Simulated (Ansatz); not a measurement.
A made-up structure of CHSi2, doublet:

| atom | x (Å) | y (Å) | z (Å) |
| --- | --- | --- | --- |
| C1 | -0.1277 | -0.8545 | 0.6633 |
| Si2 | 1.3853 | -0.2761 | 1.3150 |
| Si3 | -0.0974 | 0.4446 | -0.4714 |
| H4 | -0.6747 | -1.6417 | 1.1156 |

It is relaxed with PBE-D4/def2-SVP and then PBE0-D4/def2-TZVP (Ansatz 0.2.0). Atoms count as bonded within 1.22 times the sum of their covalent radii (H–H: 0.88 Å). The end point is not checked to be a true minimum.

**Question.** Does its bonding change? (Judge from chemistry; the calculation decides.)

**Answer.** By the calculation: No: no bond forms or breaks.

Where it ends: The first stage lowers the energy by 0.19 eV in 5 steps. It ends as CHSi₂ ([CH]1[Si][Si]1):
| atom | x (Å) | y (Å) | z (Å) |
| --- | --- | --- | --- |
| C1 | -0.1060 | -0.8628 | 0.7548 |
| Si2 | 1.4514 | -0.2096 | 1.2937 |
| Si3 | -0.0952 | 0.4208 | -0.4679 |
| H4 | -0.7647 | -1.6762 | 1.0418 |

Labels in which every atom is bracketed show which atoms are joined, not bond orders.

For scale, one of the runs: PBE0-D4/def2-TZVP relaxation, 111 basis functions, launched by `ansatz run in.yaml --threads 2 --pin off --events-out ev --progress --plain --max-ram 4352MiB`. Hardware: 2 CPU threads of an Arm Neoverse V2, shared host. Wall time about 14 s.
